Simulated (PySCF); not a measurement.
Species: C4H12PS (charge +1).
SMILES with atom numbers: `[CH3:1][S:2][CH2:3][PH+:4]([CH3:5])[CH3:6]` (hydrogens: H7, H8, H9 on C1; H10, H11 on C3; H12 on P4; H13, H14, H15 on C5; H16, H17, H18 on C6)

Level: PBE0/pcSseg-1 and B3LYP/def2-SVPD in PySCF, non-relativistic, on one gas-phase PBE0-D3(BJ)/def2-SVP geometry that isn't relaxed in the solvent. The solvent is an IEF-PCM continuum (Bondi radii, 1.10 Å for H, scaled by 1.2). Only the electrostatic response of the medium enters.

Gas phase at PBE0/pcSseg-1: HOMO -10.92 eV, LUMO -3.99 eV.

What does the continuum do to the energy and the frontier levels at PBE0/pcSseg-1 in benzene and tetrahydrofuran?

```csv
solvent,ε,E(solvent) − E(gas) (kJ/mol),polarisation term (kJ/mol),distortion of the solute (kJ/mol),HOMO (eV),LUMO (eV)
benzene,2.271,-131.76,-133.24,1.48,-8.68,-1.54
tetrahydrofuran,7.426,-207.49,-212.87,5.38,-7.51,-0.20
```

The polarisation term is half the interaction of the solute with the surface charges that it induces; the rest is the cost of distorting the solute's density. The sum is the electrostatic part of solvation alone. From benzene to tetrahydrofuran the lowering changes by a factor 1.57, Born's factor 1 − 1/ε by 1.55 and ε itself by 3.3.

Which radius a makes Born's formula ΔE = −(q²/2a)(1 − 1/ε) give the value in tetrahydrofuran?

a = q²(1 − 1/ε)/(2|ΔE|) = 2.90 Å, with q = +1 e and |ΔE| = 0.0790 Eh; the farthest nucleus lies 3.56 Å from the centroid of the nuclei. The formula assumes a point charge at the centre of a sphere.

Which IAO charges (PBE0/pcSseg-1) respond most in benzene (means over atoms taken as equivalent)?

| atoms | environment | gas (e) | solvent (e) | change |
| --- | --- | --- | --- | --- |
| S2 | sulfide sulfur | +0.140 | +0.121 | -0.019 |
| P4 | phosphonium phosphorus | +1.082 | +1.093 | +0.011 |
| H12 | P–H hydrogen | +0.020 | +0.028 | +0.008 |
| H10/H11 | methylene hydrogen | +0.197 | +0.200 | +0.003 |
| C3 | sp3 carbon bound to sulfur | -0.568 | -0.565 | +0.003 |
| H7/H8/H9 | methyl hydrogen | +0.172 | +0.171 | -0.001 |
| H13 (×6) | methyl hydrogen | +0.199 | +0.198 | -0.001 |
| C5/C6 | sp3 carbon bound to phosphorus | -0.639 | -0.638 | +0.001 |

Gas phase at B3LYP/def2-SVPD: HOMO -10.63 eV, LUMO -4.24 eV.

What does the continuum do to the energy and the frontier levels at B3LYP/def2-SVPD in benzene?

```
solvent      ε  E(solvent) − E(gas) (kJ/mol)  polarisation term (kJ/mol)  distortion of the solute (kJ/mol)  HOMO (eV)  LUMO (eV)
benzene  2.271                       -130.98                     -132.68                               1.70      -8.39      -1.86
```

How does the static polarisability (B3LYP/def2-SVPD, frozen core, with the continuum's full static response) change?

```
 medium  isotropic (au)  principal values (au)  ⟨r²⟩ of the electrons (bohr²)
    gas            88.4      77.0, 84.7, 103.6                         1059.2
benzene           102.2      89.8, 98.7, 118.2                         1060.4
```

The isotropic value in benzene is 1.16 times the gas-phase one; no cavity-field correction is applied. ⟨r²⟩ is taken about the centre of nuclear charge.

On Arm Neoverse V1, one thread, shared host with 32 logical CPUs at a one-minute load of 19, this took 34 s and 0.86 GiB of memory at its peak. This is the whole shielding run at PBE0/pcSseg-1 in tetrahydrofuran, SCF included.

Shape of the structure used: `[CH3:1][S:2][CH2:3][PH+:4]([CH3:5])[CH3:6]`: C1–S2–C3–P4 101°, S2–C3–P4–C5 -60°.
